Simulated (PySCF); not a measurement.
# TDDFT excited states: CH3F

Species: fluoromethane, CH3F.
Numbering: `[CH3:1][F:2]` (hydrogens: H3, H4, H5 on C1)

The calculation used TDDFT PBE0/def2-SVPD, vertical, gas phase, core orbitals frozen in the response (PySCF). Geometry: GFN2-xTB; no solvent, vibrations or thermal averaging.

| state | E (eV) | E (kJ/mol) | λ (nm) | f | \|μ\| (D) | symmetry | main configurations (H = HOMO, L = LUMO) |
| --- | --- | --- | --- | --- | --- | --- | --- |
| S1 | 9.31 | 899 | 133.1 | 0.027 | 0.88 | E | H-1/H→L (≥94%) |
| S2 | 9.31 | 899 | 133.1 | 0.027 | 0.88 | E | H-1/H→L (≥94%) |
| S3 | 10.02 | 967 | 123.8 | 0.020 | 0.73 | E | H-1/H→L+1 (≥93%) |
| S4 | 10.02 | 967 | 123.8 | 0.020 | 0.73 | E | H-1/H→L+1 (≥93%) |
| S5 | 11.32 | 1093 | 109.5 | 0.041 | 0.98 | E | H-1/H→L+2 (≥49%), H-1/H→L+3 (≥45%) |
| S6 | 11.32 | 1093 | 109.5 | 0.041 | 0.98 | E | H-1/H→L+3 (≥50%), H-1/H→L+2 (≥45%) |
| S7 | 11.33 | 1093 | 109.4 | 0.0001 | 0.05 | – | H-1/H→L+3 (≥48%), H-1/H→L+2 (≥41%) |
| S8 | 11.57 | 1116 | 107.1 | 0.110 | 1.59 | A1 | H-1/H→L+2 (≥48%), H-1/H→L+3 (≥37%) |

Triplets (Tamm–Dancoff): T1 8.98 eV, H-1/H→L (≥84%), H-1/H→L+1 (≥13%); T2 8.98 eV, H-1/H→L (≥84%), H-1/H→L+1 (≥13%).

The lowest singlet level (S1/S2) lies at 9.31 eV (133 nm, vacuum ultraviolet) and is of moderate strength. The strongest level in the table is S8 at 11.57 eV (107 nm, f = 0.110). It is the last of those listed, so stronger ones may follow. S1/S2, S3/S4 and S5/S6/S7 lie within about 0.01 eV of each other in each set; the point group C3v has degenerate representations, and within a degenerate level the listed configurations can mix freely. Löwdin shares by element: HOMO (one of a set within 0.03 eV) fluorine 52%, carbon 24%, hydrogen 20% or more; LUMO carbon 56%, hydrogen 36%. Of the 8 states listed, 7 reach f = 0.01 and 1 stays under 0.0005. Orbital energies (eV): HOMO-3 -13.83, HOMO-2 -13.83, HOMO-1 -9.90, HOMO -9.90, LUMO 0.89, LUMO+1 1.93, LUMO+2 2.95. Weighted by f, the mean energy of these states is 10.85 eV. Symmetry labels in C3v follow from the direction of the transition dipole and are given only for states with f of 0.002 or more. Orbitals of the list HOMO-3 to LUMO+2 that lie within 0.01 eV of each other are written together with a slash and their weights summed (≥ marks a lower bound); for degenerate orbitals outside that list single weights are arbitrary. The window holds the lowest 8 singlets.

Time: 3.0 s. Hardware: an Arm Neoverse N1 with one thread, no GPU, on a shared host.
